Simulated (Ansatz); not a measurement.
This was printed by a script on Ansatz 0.2.0, Python API, for a ladder of methods at one geometry of CMg (charge -1). What did the script look like? Use (for the species named): revPBE, def2-SVP basis, multiplicity 2. The script varies functional: revpbe, hf, r2scan, b3lyp, r2scan0, lda.

```yaml
atoms:
  - { symbol: Mg, position_ang: [0.0000, 0.0000, 0.0000] }
  - { symbol: C, position_ang: [0.0000, 0.0000, 2.1650] }
```

Output of `python cmg.py`:
```text
functional    E (Ha)        dipole (D)   HOMO (eV)  LUMO (eV)
revpbe        -237.841024     0.238       1.581      2.320
hf            -237.215273     0.059       0.140      5.161
r2scan        -237.840471     0.297       1.250      2.618
b3lyp         -237.910714     0.169       0.953      2.967
r2scan0       -237.830100     0.462       0.425      3.421
lda           -236.566695     0.217       1.796      1.967
```

One script that gives this output:

The script, `cmg.py`:
```python
'''One geometry of CMg(-), method by method.'''

from pathlib import Path

import ansatz as az
from ase import Atoms
import numpy as np

atoms = Atoms(['Mg', 'C'], positions=[
    [0.0, 0.0, 0.0],
    [0.0, 0.0, 2.165],
])
system = az.Crystal.molecule_from_ase(atoms)

calc = system.calculation()
calc = calc.basis(gaussian='def2-SVP').charge(-1)
calc = calc.spin('collinear', total=1)

print('functional    E (Ha)        dipole (D)   HOMO (eV)  LUMO (eV)')
for name in ['revpbe', 'hf', 'r2scan', 'b3lyp', 'r2scan0', 'lda']:
    r = calc.functional(name).forces().orbitals().run(threads=1, runs_dir='runs').report
    lines = Path(r['orbitals_path']).read_text().splitlines()
    field_of = lambda key: [line.split('=')[1].strip() for line in lines if line.startswith(key)]
    orbitals = [(27.211386 * float(e), s, float(n)) for e, s, n in zip(field_of('Ene='), field_of('Spin='), field_of('Occup='))]
    homo = max(e for e, _, n in orbitals if n > 0.5)
    lumo = min(e for e, _, n in orbitals if n < 0.5)
    dipole = 4.803205 * np.linalg.norm(r['charge_distribution']['dipole_moment_e_ang'])
    print(f'{name:10s} {r["free_energy_ev"] / 27.211386246:14.6f} {dipole:9.3f} {homo:11.3f} {lumo:10.3f}')
```

Caveats:
- Total energies depend on the basis set; only differences at equal settings carry meaning.
- The geometry is a force-field or estimated start, not a minimum of this method, and the basis set is short of its limit. A lower total doesn't mark the better method: functionals have no common bound, and MP2 and coupled cluster aren't variational.
- The run takes the species as open-shell (spin multiplicity 2), which needn't be its ground state.
- The expectation value of S² is noticeably off S(S+1) in at least one run, so that state is spin-contaminated.
- An ion's dipole depends on the origin; the program takes it about the centre of nuclear charge.
- b3lyp holds the VWN-RPA fit, as in Gaussian; the form of ORCA and Turbomole is b3lyp5.
- Levels such as HOMO and LUMO are orbital energies: with these approximate functionals they aren't the ionisation energy and electron affinity, and their gap isn't the fundamental gap.
- The spin state was assumed, and another may lie lower.
- Anions want diffuse functions, which this basis lacks.
- Wall time of the script: 48 s on 1 thread of Arm Neoverse V2, on a shared host, peak memory 0.2 GiB.
